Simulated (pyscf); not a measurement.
Thermochemistry of product channels of H₃C–Re(=O)(=O)=O + H atom (H•) on the doublet surface, in kcal/mol, from ωB97M-D3(BJ)/def2-TZVP energies (ideal gas, 1 atm, RRHO with modes under 100 cm⁻¹ raised to 100, one conformer, R ln 2 for chiral ones without a mode under 150 cm⁻¹). PySCF, gas phase, ωB97X-D3(BJ)/def2-SVP geometries.

| products | ΔE | ΔH(298 K) | ΔG(298 K) | ΔG(1200 K) |
|---|---|---|---|---|
| [H₂C–Re(=O)(=O)=O]• + hydrogen (H₂) | (withheld) | -2.1 | -4.7 | (withheld) |
| methane (CH₄) + [O=Re(=O)=O]• | -31.2 | -26.8 | -30.0 | -35.3 |

Problem. Fill in the missing entries.

Solution. 
- [H₂C–Re(=O)(=O)=O]• + hydrogen (H₂), ΔE: -0.5
- [H₂C–Re(=O)(=O)=O]• + hydrogen (H₂), ΔG(1200 K): -13.1

These are energies of the channels, which say nothing of barriers. Open-shell species with a d-block atom are single-reference here; other states, and whether the spin sits on metal or ligand, were not checked. Elements past Kr carry the def2 core potentials, without spin-orbit coupling.
